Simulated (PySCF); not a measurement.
# UM06-2X/STO-3G run of AlNH3 (SMILES [NH2][AlH])

What is the vertical doublet–quartet gap of AlNH3 at UM06-2X/STO-3G? 

The calculation is run with PySCF 2.14.0.

11 further runs of the same task are left out: 11 set aside as unsound or not needed.

### 1 Starting point

The species is AlNH3 (5 atoms), meant as a doublet with charge 0. As SMILES, `[NH2][AlH]`. The shape is that of a PBE0-D4/def2-TZVP optimisation. This is one conformer, not always the lowest.

Bond lengths: N1–Al2 1.774 Å, N1–H3 1.007 Å, N1–H4 1.009 Å, Al2–H5 1.604 Å. Angles: N1–Al2–H5 115.7°, Al2–N1–H3 125.4°, Al2–N1–H4 124.3°, H3–N1–H4 110.2°.

### 2 The energy at UM06-2X/STO-3G

Input file input.py:

```python
from pyscf import gto, dft

mol = gto.Mole()
mol.atom = [
    ('N', (-0.116600, -0.660800, 0.175100)),
    ('Al', (0.836600, 0.833900, 0.120800)),
    ('H', (0.148500, -1.505300, 0.655500)),
    ('H', (-1.010300, -0.782800, -0.277400)),
    ('H', (0.191800, 2.041400, -0.715400)),
]
mol.basis = 'sto-3g'
mol.charge = 0
mol.verbose = 3
mol.spin = 1
mol.max_memory = 1860
mol.build()

mf = dft.UKS(mol)
mf.xc = 'm06-2x'
mf.conv_tol = 1e-10
mf.grids.level = 5
mf.kernel()
if not mf.converged:
    mf = mf.newton().run(mf.mo_coeff, mf.mo_occ)

e_final = mf.e_tot
print(f'total energy: {e_final:.8f} hartree')
```

Command:

```bash
$ OMP_NUM_THREADS=1 python input.py
```

The program printed:

```text
WARN: HOMO -0.0736711663256978 >= LUMO -0.0736711663256972

converged SCF energy = -295.26517262896  <S^2> = 0.75242593  2S+1 = 2.0024245
total energy: -295.26517263 hartree
```

It took 6 s on 1 thread of Arm Neoverse V1, shared host; peak memory 0.21 GiB.

### 3 The quartet

Input file job.py:

```python
from pyscf import gto, dft

mol = gto.M(
    atom='''
N     -0.220342    -1.248731     0.330891
Al     1.580945     1.575843     0.228279
H      0.280624    -2.844605     1.238715
H     -1.909190    -1.479278    -0.524210
H      0.362449     3.857687    -1.351910
''',
    spin=3,
    unit='bohr',
    max_memory=1860,
    basis='sto-3g',
    verbose=3,
)

mf = dft.UKS(mol, xc='m06-2x')
mf.grids.level = 5
mf.conv_tol = 1e-10
mf.kernel()
if not mf.converged:
    mf = mf.newton().run(mf.mo_coeff, mf.mo_occ)

etot = mf.e_tot
print('E = %.10f Eh' % etot)
```

Command:

```bash
$ OMP_NUM_THREADS=1 python job.py
```

The program printed:

```text
WARN: HOMO 0.130945173210313 >= LUMO -0.312028277875285

WARN: HOMO 0.156088936132874 >= LUMO -0.046015333472661

WARN: HOMO 0.127088234320192 >= LUMO -0.0321831214945135

WARN: HOMO 0.128927405023138 >= LUMO -0.0321634121885095

WARN: HOMO 0.128456771532901 >= LUMO -0.032346588078716

WARN: HOMO 0.128526070646502 >= LUMO -0.0324223805310815

WARN: HOMO 0.128476902904288 >= LUMO -0.0323994887182582

WARN: HOMO 0.128473442319529 >= LUMO -0.0324148693079186

WARN: HOMO 0.128474216186281 >= LUMO -0.032408994209341

WARN: HOMO 0.128473643789556 >= LUMO -0.0324106830365452

WARN: HOMO 0.128473693136069 >= LUMO -0.0324105028163162

converged SCF energy = -294.984768547633  <S^2> = 3.7530774  2S+1 = 4.0015384
E = -294.9847685476 Eh
```

It took 6 s on 1 thread of Arm Neoverse V1, shared host; peak memory 0.21 GiB.

### 4 Summary of results

At UM06-2X/STO-3G:

```
                                        quantity          value
                           doublet: total energy  -295.26517 Eh
                          doublet: dipole moment         1.43 D
     doublet: HOMO energy (highest over α and β)       -2.36 eV
      doublet: LUMO energy (lowest over α and β)        4.06 eV
                                   doublet: ⟨S²⟩          0.752
                           quartet: total energy  -294.98477 Eh
                          quartet: dipole moment         6.00 D
                                   quartet: ⟨S²⟩          3.753
vertical energy of the quartet above the doublet       7.630 eV
```

At this shape the quartet lies 7.63 eV (176 kcal/mol) above the doublet. In a minimal basis such a difference can be off by several eV, whatever the method. Mulliken charges (quartet) run from -0.32 on H5 to +0.24 on H3; they depend strongly on the basis.
